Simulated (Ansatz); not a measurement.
# BClFH3: the cost of one run

Program: Ansatz 0.2.0. Level of theory: RKS r2SCAN/6-31G*. These are calculated values, not measurements.

## (1) The starting structure

Bond lengths: B1–F2 1.670 Å, B1–H3 1.190 Å, B1–H4 1.190 Å, B1–Cl5 2.160 Å, Cl5–H6 1.380 Å. Angles: F2–B1–H3 120.0°, F2–B1–H4 120.0°, F2–B1–Cl5 71.6°, H3–B1–H4 120.0°, H3–B1–Cl5 97.0°, H4–B1–Cl5 101.2°, B1–Cl5–H6 63.0°.

Coordinates:

```xyz
6

B     0.0000    0.0000    0.0000
F     0.0000    0.0000    1.6700
H     1.0305    0.0000   -0.5950
H    -1.0305    0.0000   -0.5950
Cl    0.0903   -2.0478    0.6811
H     0.0470   -1.0669    1.6505
```

## (2) A restrained relaxation towards end A

Springs on the bonds that form and break draw the guess towards this end; the thresholds are loose.

input.yaml

```yaml
crystal:
  periodic: [false, false, false]
  atoms:
    - { symbol: B, position_ang: [0.0, 0.0, 0.0] }
    - { symbol: F, position_ang: [0.0, 0.0, 1.67] }
    - { symbol: H, position_ang: [1.0305, 0.0, -0.595] }
    - { symbol: H, position_ang: [-1.0305, 0.0, -0.595] }
    - { symbol: Cl, position_ang: [0.0903, -2.0478, 0.6811] }
    - { symbol: H, position_ang: [0.047, -1.0669, 1.6505] }
basis:
  gaussian: { orbitals: "6-31G*" }
hamiltonian:
  xc: r2scan
relax:
  f_tol: 0.15
  max_steps: 25
  restrain:
    - { distance: [0, 4], at: 3.06, k: 30.0 }
    - { distance: [5, 1], at: 2.12, k: 30.0 }
    - { distance: [0, 1], at: 1.32, k: 30.0 }
    - { distance: [5, 4], at: 1.37, k: 30.0 }
```

Launch:

```bash
> ansatz run input.yaml --threads 1 --pin off --max-ram 2048MiB --backend cpu --events-out ev --progress --plain --runs-dir out
```

**Question.** How long does this run take on 1 thread of Arm Neoverse V2, shared host, and how much memory does it need?

About 15 s, with a peak of 0.13 GiB.
